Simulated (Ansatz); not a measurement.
2H WSe2, treated with r²SCAN+rVV10 (PAW; Ansatz, a first-principles code).

Settings: plane-wave cutoff 500 eV, 18×18×4 k mesh (along the axes of the cell as run), Fermi–Dirac smearing 0.05 eV, no spin polarisation, scalar-relativistic PAW data made under PBE.

Cell (relaxed at this level):

```cif
data_Se4W2
_chemical_formula_sum 'W2 Se4'
_space_group_name_H-M_alt 'P63/mmc'
_space_group_IT_number 194
_space_group_name_Hall '-P 6c 2c'
_cell_length_a 3.29992
_cell_length_b 3.29992
_cell_length_c 13.15549
_cell_angle_alpha 90.000
_cell_angle_beta 90.000
_cell_angle_gamma 120.000
loop_
_atom_site_label
_atom_site_type_symbol
_atom_site_symmetry_multiplicity
_atom_site_Wyckoff_symbol
_atom_site_fract_x
_atom_site_fract_y
_atom_site_fract_z
_atom_site_occupancy
W1 W 2 c 0.33333 0.66667 0.25000 1
Se1 Se 4 f 0.66667 0.33333 0.12340 1
```

**Question.** Give the computed band gap.

**Answer.** 
* **band gap**: 1.15 eV (on the SCF k mesh)

Measured, for comparison: band gap 1.2 eV (room temperature, not corrected to a static lattice, bulk 2H; as tabulated in Bastos et al. (2019), arXiv:1903.08112).

Spin–orbit coupling is not included.

Static lattice: no zero-point or thermal effects.
